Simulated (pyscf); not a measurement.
A first-order saddle from PySCF, ωB97X-D3(BJ)/def2-SVP:

```xyz
9

Si     0.4611     0.6910    -0.4736
H      1.3633    -0.4497    -0.7415
H      1.0996     1.8335     0.2245
H     -0.4494     1.0707    -1.5752
Si    -0.9309     0.1282     1.5048
H     -1.6899    -1.1342     0.9221
H     -0.9502    -0.6626     0.1718
H     -0.0457    -0.4511     2.5269
H     -1.9905     1.1431     1.6115
```
Charge +1, spin multiplicity 1.

Surface: singlet, charge 1. Lowest wavenumbers (cm⁻¹): 1314i, 46, 332, 344, 504.

Q: Which two sides does it connect, and which bonds change?

A: silane (SiH₄) + SiH₃⁺ ⇌ H₂Si⁺–SiH₃ + hydrogen (H₂), a four-centre exchange read from left to right: H–Si, H–Si broken and Si–Si, H–H formed. At ωB97M-D3(BJ)/def2-TZVP it lies -1.6 kcal/mol from the left side and +6.1 kcal/mol from the right (each side as separated species at their lowest minima found). On the reactant side the descent ends in an adduct with a H–Si contact, 40.7 kcal/mol under the separated species and 35.3 kcal/mol under the saddle at ωB97X-D3(BJ)/def2-TZVP. On the product side the descent ends in a bound adduct, 14.1 kcal/mol under the separated species and 21.0 kcal/mol under the saddle at ωB97X-D3(BJ)/def2-TZVP. At ωB97M-D3(BJ) the saddle lies under the separated reactants, which points to a path from their complex (located at ωB97X-D3(BJ) alone). At ωB97X-D3(BJ)/def2-TZVP the barrier from the zero used here is -5.4 kcal/mol. One saddle was located; it need not be the lowest between these sides.
